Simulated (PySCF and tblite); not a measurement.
The numbers below are computed, except where a source is named.
1-fluorobutane, C4H9F, numbered as in [CH3:1][CH2:2][CH2:3][CH2:4][F:5].

Conformers came from 90 starts (ETKDG, MMFF94s, GFN2-xTB); geometries are PBE0-D3(BJ)/def2-SVP. Weights use B3LYP-D3(BJ)/def2-SVP (IEF-PCM, chloroform) energies plus GFN2-xTB zero-point and thermal terms (modes under about 100 cm⁻¹ blended into free rotors). Symmetry numbers and mirror images are counted. Conformers within 3 kcal/mol (GFN2-xTB free energy) were kept, 6 at most. (PySCF 2.14, tblite 0.8.)

Torsions listed: C1–C2–C3–C4, C2–C3–C4–F5. Of a mirror pair one member is shown.

```csv
conformer,shape,symmetry,"E(GFN2, own minimum) kcal/mol"
1,"176°, -62°",C1 (pair),0.00
2,"65°, 176°",C1 (pair),0.37
3,"63°, 56°",C1 (pair),0.60
4,"-67°, 67°",C1 (pair),0.81
5,"180°, 180°",Cs,0.03
```

(1) Which of these conformers is the most populated at 298.15 K, and with what share?

(2) Give the DFT energies and free energies relative to the lowest, and all weights.

(3) How does its share change from 250 K to 373.15 K?

Answers

(1) Conformer 1, about 44 %. The lead over the next is within the error of the method.

(2) 
```json
{"conformer": "1", "shape": "176°, -62°", "E(DFT) kcal/mol": "0.00", "G(298.15 K) kcal/mol": "0.00", "weight %": "44.1"}
{"conformer": "2", "shape": "65°, 176°", "E(DFT) kcal/mol": "1.08", "G(298.15 K) kcal/mol": "1.11", "weight %": "6.8"}
{"conformer": "3", "shape": "63°, 56°", "E(DFT) kcal/mol": "0.35", "G(298.15 K) kcal/mol": "0.44", "weight %": "21.0"}
{"conformer": "4", "shape": "-67°, 67°", "E(DFT) kcal/mol": "0.37", "G(298.15 K) kcal/mol": "0.55", "weight %": "17.4"}
{"conformer": "5", "shape": "180°, 180°", "E(DFT) kcal/mol": "0.54", "G(298.15 K) kcal/mol": "0.84", "weight %": "10.7"}
```

(3) From 48 % to 40 %; the mixing entropy goes from 3.94 to 4.14 cal/(mol K).
